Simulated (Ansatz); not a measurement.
# AlBH (doublet): wave-function methods side by side at angle Al2–B1–H3 = 167.9°, 6-31G

How much of the correlation energy of AlBH (doublet) does each wave-function method recover here?

Computed with Ansatz 0.2.0, Gaussian basis. Level: 6-31G, core rule «outside noble gas», up to 6 orbitals frozen.

Plan: UHF; CCSD(T) on ROHF; CCSD(T) on UHF; BCCD(T) on ROHF; CISD; CCSDT(Q) on ROHF; CCSDT(Q) on UHF; CCSDTQ on ROHF; CCSDTQ on UHF; CASSCF and MRCISD+Q, 3 electrons in 3 orbitals; CASSCF and NEVPT2, 3 electrons in 3 orbitals; CASSCF and MRCISD+Q, 7 electrons in 9 orbitals; CASSCF and MRCISD+Q(relaxed), 7 electrons in 9 orbitals; CASSCF and NEVPT2, 7 electrons in 9 orbitals; Full CI.

12 further runs of the same task are left out: 11 that didn't finish, 1 set aside as unsound or not needed.

### Step 1. The system

The geometry derives from a PBE0/def2-TZVP stationary point (not a proven minimum). One angle is set to the value named; bond lengths are kept.

3 atoms, charge 0, spin multiplicity 2.

Atoms are counted from 1 here; the program's logs count them from 0.

Bond lengths: B1–Al2 2.120 Å, B1–H3 1.196 Å. Angles: Al2–B1–H3 167.9°.

### Step 2. UHF

in.yaml reads:

```yaml
crystal:
  periodic: [false, false, false]
  atoms:
    - {symbol: B, position_ang: [0.000000, -0.091982, 0.314337]}
    - {symbol: Al, position_ang: [0.000000, -0.033351, -1.805038]}
    - {symbol: H, position_ang: [0.000000, 0.125333, 1.490702]}
basis:
  gaussian: {orbitals: 6-31G}
magnetization: {spin_polarized: true, initial_magnetization: 1}
hamiltonian: {xc: hf}
output: {orbitals: {seedname: orbitals}}
```

The run is started by

```
> ansatz run in.yaml --threads 1 --pin off --events-out ev --progress --plain --max-ram 2393MiB
```

After this run come: CCSD(T) on ROHF; CCSD(T) on UHF; BCCD(T) on ROHF; CISD; CCSDT(Q) on ROHF; CCSDT(Q) on UHF; CCSDTQ on ROHF; CCSDTQ on UHF; CASSCF and MRCISD+Q, 3 electrons in 3 orbitals; CASSCF and NEVPT2, 3 electrons in 3 orbitals; CASSCF and MRCISD+Q, 7 electrons in 9 orbitals; CASSCF and MRCISD+Q(relaxed), 7 electrons in 9 orbitals; CASSCF and NEVPT2, 7 electrons in 9 orbitals; Full CI.

Before running them: what should the planned runs give, taken together? Wanted: FCI below the RHF energy; RMP2 from FCI; UMP2 from FCI; RCCSD from FCI; RCCSD(T) from FCI; UCCSD(T) from FCI; RCCSDT(Q) from FCI; UCCSDT(Q) from FCI; MRCISD+Q pair from FCI.

The runs gave:

| quantity | value |
| --- | --- |
| FCI below the RHF energy | -2.5030 eV |
| RMP2 from FCI | +19.42 kcal/mol |
| UMP2 from FCI | +19.28 kcal/mol |
| RCCSD from FCI | +1.91 kcal/mol |
| RCCSD(T) from FCI | +0.71 kcal/mol |
| UCCSD(T) from FCI | +0.71 kcal/mol |
| RCCSDT(Q) from FCI | +0.03 kcal/mol |
| UCCSDT(Q) from FCI | +0.03 kcal/mol |
| MRCISD+Q pair from FCI | -0.27 kcal/mol |
| NEVPT2 valence from FCI | +4.68 kcal/mol |
| MRCISD+Q valence from FCI | +0.24 kcal/mol |
| levels within 1 kcal/mol (43 meV) | RCCSD(T), UCCSD(T), BCCD(T), RCCSDT, UCCSDT, RCCSDT(Q), UCCSDT(Q), RCCSDTQ, UCCSDTQ, MRCISD+Q pair, MRCISD valence, MRCISD+Q valence, MRCISD+Q(relaxed) valence |
| T1 diagnostic | 0.029 |
| effectively unpaired electrons | 1.11 |

In words: RCCSD(T) lands +0.71 kcal/mol from the yardstick (1.2 % of the correlation energy). MRCISD+Q pair falls below full CI: the +Q correction isn't variational, and the cores differ from full CI's. One determinant dominates. Of the multireference levels listed MRCISD+Q(relaxed) valence comes nearest in total energy (+0.02 kcal/mol), which doesn't show that its space is the better one. Coupled cluster took another determinant than the lowest Hartree-Fock one. These misses are within one basis, not against nature; the frozen cores of restricted and unrestricted runs differ, which can shift their rows.
